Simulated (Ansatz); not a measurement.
Molecule: C₂H₃O (charge 0, doublet). It need not be the lowest isomer of its formula. SMILES: C[C]=O
Geometry: optimised at B3LYP-D3(BJ)/def2-TZVP (Ansatz, a first-principles code).

Computed values are from Ansatz. Correlated levels leave the core frozen unless marked. UHF or UKS for open shells. No spin-orbit coupling. Non-relativistic. Basis-set limits of correlation are two-point, X^-3; Hartree-Fock from the larger set. The bracket is a focal-point correction in the basis named.

### Question
What is the total energy at RI-MP2/CBS(cc-pVTZ,cc-pVQZ)+[CCSD(T)-MP2]/cc-pVTZ?

### Answer
-153.0123 Eh.

### Question
What is the dipole moment at CCSD(T)/aug-cc-pVDZ?

### Answer
2.42 D.

### Question
What is the T1 diagnostic at CCSD/cc-pVTZ?

### Answer
0.019.

### Question
What is the atomisation energy De at RI-MP2/CBS(cc-pVTZ,cc-pVQZ)+[CCSD(T)-MP2]/cc-pVTZ?

### Answer
2429.3 kJ/mol.
